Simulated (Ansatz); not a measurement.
C4H5NO (`Cc1ccon1`). The species carries charge 0 and has multiplicity 1. All single points use the PBE0-D4/def2-TZVP geometry.

```xyz
11

C    -1.060    0.890    1.013
C    -0.109    0.312    0.030
C     0.346   -1.031   -0.082
C     1.187   -0.988   -1.137
O     1.250    0.248   -1.630
N     0.430    1.066   -0.889
H    -0.692    0.758    2.033
H    -2.033    0.399    0.946
H    -1.191    1.955    0.822
H     0.083   -1.879    0.528
H     1.791   -1.731   -1.635
```

(1) What is the dipole moment at PBE/def2-TZVPP? (Best estimate.)

(2) And with r2SCAN, B3LYP, ωB97M-V? (Estimate.)

(3) Give the Mulliken charges with PBE, r2SCAN, B3LYP in def2-TZVPP. (Best estimate.)

Answers

(1) Ansatz gave: 2.78 D, with components (-0.58, -2.28, 1.48) D in this frame, pointing from negative to positive charge.

(2) The calculation gave: r2SCAN 2.88 D, B3LYP 2.95 D, ωB97M-V 2.94 D.

(3) Computed: 
```json
{"atom": "C1", "PBE": "-0.25", "r2SCAN": "-0.16", "B3LYP": "-0.25"}
{"atom": "C2", "PBE": "0.04", "r2SCAN": "0.16", "B3LYP": "0.09"}
{"atom": "C3", "PBE": "-0.18", "r2SCAN": "-0.26", "B3LYP": "-0.23"}
{"atom": "C4", "PBE": "0.00", "r2SCAN": "0.10", "B3LYP": "0.04"}
{"atom": "O5", "PBE": "-0.07", "r2SCAN": "-0.12", "B3LYP": "-0.13"}
{"atom": "N6", "PBE": "-0.08", "r2SCAN": "-0.16", "B3LYP": "-0.11"}
{"atom": "H7", "PBE": "0.09", "r2SCAN": "0.06", "B3LYP": "0.10"}
{"atom": "H8", "PBE": "0.09", "r2SCAN": "0.06", "B3LYP": "0.10"}
{"atom": "H9", "PBE": "0.10", "r2SCAN": "0.07", "B3LYP": "0.11"}
{"atom": "H10", "PBE": "0.12", "r2SCAN": "0.10", "B3LYP": "0.13"}
{"atom": "H11", "PBE": "0.13", "r2SCAN": "0.12", "B3LYP": "0.15"}
```

B3LYP here is the variant with VWN-RPA as its local correlation; programs differ in this.
